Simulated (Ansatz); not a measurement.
C axis length (Å) of solids drawn from the class of elemental solids other than molecular ones, at two levels: PBE (Ansatz, a program for electronic structure, PAW), and LDA (PAW; Ansatz).

```
solid                          PBE     LDA
--------------------------  ------  ------
hcp Y                        5.681   5.514
double-hcp La               12.086  11.522
hcp Tc                       4.403   4.332
hcp Cd                       5.800       ?
hcp Be                       3.562   3.511
body-centred tetragonal In   5.035   4.875
hcp Zr                       5.169   5.083
white tin (β-Sn)             3.214   3.126
hcp Zn                       5.032   4.803
```

Task: Estimate the withheld LDA value from the other rows.

Result: One way: carry over the typical ratio. The ratios LDA / PBE of the other rows, in order: 0.9533, 0.9545, 0.9682, 0.9706, 0.9726, 0.9834, 0.9839, 0.9857; median 0.97160. hcp Cd: 5.800 × 0.97160 = 5.635 Å; the run gives 5.497 Å. The ratios spread from 0.9533 to 0.9857, so such an estimate is rough. hcp Cd lies outside that spread.

Over all 9 rows LDA is the larger in 0.

Ansatz's runs of these crystals have no spin polarisation.

Spin–orbit coupling is left out, also for the solids with elements from indium on (double-hcp La, body-centred tetragonal In, white tin (β-Sn)); its size isn't shown.

Ansatz's density-functional and Hartree–Fock values are scalar-relativistic unless marked +SOC, with PAW data made under PBE.
